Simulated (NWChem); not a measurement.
Species: C cation, doublet

All runs: NWChem. Spin-unrestricted. The open p shell is one determinant without spherical averaging. No stability test was run on the SCF state.

Q: Among these, which level gives the lowest value of “lowest empty minus highest occupied level, either spin (eV)”?
(A) PBE/pcseg-1
(B) PBE/aug-pcseg-1
(C) PBE/pcseg-2
(D) PBE/STO-3G

A: D, PBE/STO-3G. Values: PBE/STO-3G 0.67; PBE/pcseg-1 0.79; PBE/aug-pcseg-1 0.80; PBE/pcseg-2 0.80
